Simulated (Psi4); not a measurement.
# FNO-CISD/6-31++G(d,p) (Cartesian functions, occ tolerance 3e-05) run of AlH2F (SMILES [H][Al]([H])[F])

Aim: the energy difference between two shapes of AlH2F at FNO-CISD/6-31++G** (Cartesian functions, occ tolerance 3e-05), from 2 runs. 

Program for the calculation: Psi4 1.11.

3 further runs of the same task are left out: 1 that didn't finish, 2 set aside as unsound or not needed.

## (1) The structure to begin with

The species is AlH2F (4 atoms), meant as a singlet with charge 0. As SMILES, `[H][Al]([H])[F]`. The shape comes from GFN2-xTB, which is rough for such elements, and wasn't checked as a minimum.

Bond lengths: Al1–F4 1.642 Å, Al1–H2 1.528 Å, Al1–H3 1.528 Å. Angles: H2–Al1–F4 119.2°, H3–Al1–F4 119.2°, H2–Al1–H3 121.7°.

## (2) The energy at FNO-CISD/6-31++G(d,p) (Cartesian functions, occ tolerance 3e-05)

File alfh2.xyz:

```xyz
4
AlFH2
Al     0.019600     0.032680     0.000940
H      1.546910    -0.017870     0.014080
H     -0.738990     1.358820    -0.019420
F     -0.827520    -1.373630     0.004400
```

File calc.py:

```python
import psi4

psi4.set_memory(1600000000)
psi4.set_num_threads(1)
psi4.core.set_output_file('psi4.out', False)

with open('alfh2.xyz') as f:
    atoms = ''.join(f.readlines()[2:])
mol = psi4.geometry('0 1\n' + atoms + '')

psi4.set_options({
    'basis': '6-31++G**',
    'scf_type': 'direct',
    'freeze_core': True,
    'occ_tolerance': 3e-05,
})

result, w = psi4.energy('fno-cisd', return_wfn=True)
print(f'total energy {result:.8f} hartree = {result * 27.211386:.5f} eV')
```

The run is started by

```
$ python calc.py
```

psi4.out (excerpt; [...] marks lines left out):

```text
[...]
  Running in c1 symmetry.
[...]
  Nuclear repulsion =   50.398213572615205
[...]
  Multiplicity = 1
[...]
  Nalpha       = 12
  Nbeta        = 12
[...]
    Number of basis functions: 54
[...]
   @DF-RHF iter   1:  -342.52327906419572   -8.55769e-01   6.90942e-03 ADIIS/DIIS
[...]
   @RHF iter  15:  -342.57252203544169   -1.25056e-12   4.38730e-09 DIIS
[...]
    Orbital Energies [Eh]
    ---------------------
    Doubly Occupied:
       1A    -58.486710     2A    -26.269699     3A     -4.911339
       4A     -3.226752     5A     -3.224792     6A     -3.223269
       7A     -1.543724     8A     -0.683415     9A     -0.628300
      10A     -0.623586    11A     -0.539067    12A     -0.446812
[...]
  @RHF Final Energy:  -342.57252203544169
   => Energetics <=
    Nuclear Repulsion Energy =             50.3982135726152052
    One-Electron Energy =                -578.3265436702780562
    Two-Electron Energy =                 185.3558080622211719
    Total Energy =                       -342.5725220354416933
[...]
 Multipole Moments:
 ------------------------------------------------------------------------------------
     Multipole            Electronic (a.u.)      Nuclear  (a.u.)        Total (a.u.)
 ------------------------------------------------------------------------------------
 L = 1.  Multiply by 2.5417464519 to convert [e a0] to [Debye]
 Dipole X            :         -1.2163865            1.5211152            0.3047287
 Dipole Y            :         -2.0183589            2.5246823            0.5063234
 Dipole Z            :          0.0119504           -0.0100376            0.0019128
 Magnitude           :                                                    0.5909540
[...]
      * MP2 total energy:                   -342.817724985390
[...]
      * SCS-MP2 total energy:                 -342.816740882385
[...]
      * MP2 total energy:                     -342.817724985390
[...]
      * CISD total energy:                    -342.815299436368
[...]
```

The script printed:

```text
total energy -342.81529944 hartree = -9328.47944 eV
```

Run time: 4.2 s. Hardware: 1 thread of Intel Xeon Platinum 8488C (Sapphire Rapids), shared host; peak memory 0.25 GiB.

## (3) The distorted shape, same level

File input.in:

```
memory 1600 MB

molecule {
  Al
  H 1 1.720132
  H 1 1.456725 2 116.6566
  F 1 1.6309 3 125.99939 2 -179.07222
}

set {
  scf_type      direct
  freeze_core   true
  occ_tolerance 3e-05
}

e, wfn = energy('fno-cisd/6-31++G**', return_wfn=True)
```

The run is started by

```
$ psi4 -n 1 input.in input.out
```

input.out (excerpt; [...] marks lines left out):

```text
[...]
  Running in c1 symmetry.
[...]
  Nuclear repulsion =   50.274220266580670
[...]
  Multiplicity = 1
[...]
  Nalpha       = 12
  Nbeta        = 12
[...]
    Number of basis functions: 54
[...]
   @DF-RHF iter   1:  -342.51400628882641   -8.61539e-01   6.89508e-03 DIIS/ADIIS
[...]
   @RHF iter  15:  -342.56291390836100   -1.70530e-12   4.47390e-09 DIIS
[...]
    Orbital Energies [Eh]
    ---------------------
    Doubly Occupied:
       1A    -58.497111     2A    -26.277873     3A     -4.920012
       4A     -3.235581     5A     -3.233880     6A     -3.231707
       7A     -1.553175     8A     -0.690999     9A     -0.636356
      10A     -0.632434    11A     -0.540501    12A     -0.428059
[...]
  @RHF Final Energy:  -342.56291390836100
   => Energetics <=
    Nuclear Repulsion Energy =             50.2742202665806701
    One-Electron Energy =                -577.9188890501927744
    Two-Electron Energy =                 185.0817548752511357
    Total Energy =                       -342.5629139083609971
[...]
 Multipole Moments:
 ------------------------------------------------------------------------------------
     Multipole            Electronic (a.u.)      Nuclear  (a.u.)        Total (a.u.)
 ------------------------------------------------------------------------------------
 L = 1.  Multiply by 2.5417464519 to convert [e a0] to [Debye]
 Dipole X            :         -0.0021804           -0.0201895           -0.0223698
 Dipole Y            :         -2.0461300            2.5892950            0.5431650
 Dipole Z            :         -1.7767918            1.7075753           -0.0692165
 Magnitude           :                                                    0.5480142
[...]
      * MP2 total energy:                   -342.807819924843
[...]
      * SCS-MP2 total energy:                 -342.806834791432
[...]
      * MP2 total energy:                     -342.807819924843
[...]
      * CISD total energy:                    -342.805468617076
[...]
```

It took 4.2 s on 1 thread of Intel Xeon Platinum 8488C (Sapphire Rapids), shared host; peak memory 0.24 GiB.

## (4) Outcome

At FNO-CISD/6-31++G** (Cartesian functions, occ tolerance 3e-05), 6 core orbitals frozen:

```
                                                    quantity          value
                                   first shape: total energy  -342.81530 Eh
            first shape: HOMO energy (Hartree–Fock orbitals)      -12.16 eV
            first shape: LUMO energy (Hartree–Fock orbitals)        1.71 eV
          first shape: HOMO–LUMO gap (Hartree–Fock orbitals)       13.86 eV
    first shape: correlation energy (6 core orbitals frozen)     -242.8 mEh
                               distorted shape: total energy  -342.80547 Eh
        distorted shape: HOMO energy (Hartree–Fock orbitals)      -11.65 eV
        distorted shape: LUMO energy (Hartree–Fock orbitals)        1.65 eV
      distorted shape: HOMO–LUMO gap (Hartree–Fock orbitals)       13.30 eV
distorted shape: correlation energy (6 core orbitals frozen)     -242.6 mEh
                      energy change with the atoms displaced       0.268 eV
```

What this shows: With the atoms displaced the energy rises by 0.27 eV (25.8 kJ/mol). The first shape isn't relaxed at this level, so the change isn't measured from a minimum.
